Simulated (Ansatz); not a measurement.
Working through a composite energy at a relaxed geometry of CH₃BF, SMILES C[B]F

With the Ansatz DFT code, driven from Python.

Run as a notebook:

```python
import itertools

import ansatz as az
from ase import Atoms
from ase.data import atomic_numbers, covalent_radii
import numpy as np
```

```python
atoms = Atoms(['C', 'B', 'F', 'H', 'H', 'H'], positions=[
    [-0.3096, 0.2705, -0.1716],
    [0.2346, -1.0985, 0.2259],
    [1.5385, -1.19, 0.7618],
    [-1.2042, 0.5222, 0.4007],
    [0.3884, 1.1054, 0.0032],
    [-0.6056, 0.3265, -1.2662],
])
mol = az.Crystal.molecule_from_ase(atoms)
```

```python
model = (
    mol.calculation()
    .basis(gaussian='def2-SVP')
    .functional('r2SCAN', dispersion='d4')
    .spin('collinear', total=1)
)
symbols = [site.symbol for site in mol.cartesian_sites]
start = np.array([site.position_ang for site in mol.cartesian_sites], dtype=float)
r = model.relax(force_tolerance=0.01).run().report
end = np.array(r['positions_ang'])
# pairs closer than 1.2 times the sum of covalent radii, before or after
radius = [covalent_radii[atomic_numbers[s]] for s in symbols]
span = lambda where, i, j: np.linalg.norm(where[i] - where[j])
bonded = [(i, j) for i, j in itertools.combinations(range(len(symbols)), 2) if min(span(start, i, j), span(end, i, j)) < 1.2 * (radius[i] + radius[j])]
print('pair        before    after (A)')
for i, j in bonded:
    print(f'{symbols[i]}{i}-{symbols[j]}{j}'.ljust(10), f'{span(start, i, j):8.4f} {span(end, i, j):8.4f}')
for first, second in list(itertools.combinations(bonded, 2)):
    shared = set(first) & set(second)
    if shared and symbols[(j := shared.pop())] != 'H':
        i, k = sorted((set(first) | set(second)) - {j})
        u, v = end[i] - end[j], end[k] - end[j]
        angle = np.degrees(np.arccos(np.clip(u @ v / np.linalg.norm(u) / np.linalg.norm(v), -1, 1)))
        print(f'final angle {symbols[i]}{i}-{symbols[j]}{j}-{symbols[k]}{k}: {angle:.2f} deg')

minimum = az.Crystal.molecule()
for symbol, place in zip(symbols, end):
    minimum = minimum.atom(symbol, place.tolist())
at_minimum = minimum.calculation().spin('collinear', total=1)
# MP2 extrapolated to the basis limit, plus the small-basis difference CCSD(T) - MP2
level = lambda method, basis: at_minimum.basis(gaussian=basis).correlation(method).run().report
small, large, cluster = level('mp2', 'cc-pVDZ'), level('mp2', 'cc-pVTZ'), level('ccsd_t', 'cc-pVDZ')
corr = lambda each: (each['free_energy_ev'] - each['reference_energy_ev']) / 27.211386246
mp2_limit = (27 * corr(large) - 8 * corr(small)) / 19
pieces = {'HF / cc-pVTZ': large['reference_energy_ev'] / 27.211386246, 'MP2 correlation, DZ-TZ limit': mp2_limit, 'CCSD(T) - MP2 / cc-pVDZ': corr(cluster) - corr(small)}
for name, value in pieces.items():
    print(f'{name:32s} {value:14.6f} Ha')
print(f'{"sum":32s} {sum(pieces.values()):14.6f} Ha')
print('T1 diagnostic', round(cluster['correlation']['coupled_cluster']['t1_diagnostic'], 4))
```

    pair        before    after (A)
    C0-B1        1.5259   1.5581
    C0-H3        1.0914   1.1029
    C0-H4        1.1022   1.1036
    C0-H5        1.1353   1.1027
    B1-F2        1.4127   1.3179
    final angle B1-C0-H3: 109.71 deg
    final angle B1-C0-H4: 112.82 deg
    final angle B1-C0-H5: 109.93 deg
    final angle C0-B1-F2: 123.63 deg
    final angle H3-C0-H4: 109.22 deg
    final angle H3-C0-H5: 105.60 deg
    final angle H4-C0-H5: 109.30 deg
    HF / cc-pVTZ                        -163.801283 Ha
    MP2 correlation, DZ-TZ limit          -0.547760 Ha
    CCSD(T) - MP2 / cc-pVDZ               -0.036101 Ha
    sum                                 -164.385145 Ha
    T1 diagnostic 0.0151

Caveats:
- Total energies depend on the basis set; only differences at equal settings carry meaning.
- The sum leaves out core correlation, relativity, the Hartree-Fock basis error and zero-point energy; a DZ-TZ extrapolation is rough.
- The run takes the species as open-shell (spin multiplicity 2), which needn't be its ground state.
- Inner cores stay frozen, so this is valence correlation.
- An extrapolation from small basis sets is rough.
- Timing: 34 s on 1 thread of Arm Neoverse V1 (shared host), peak memory 0.29 GiB.
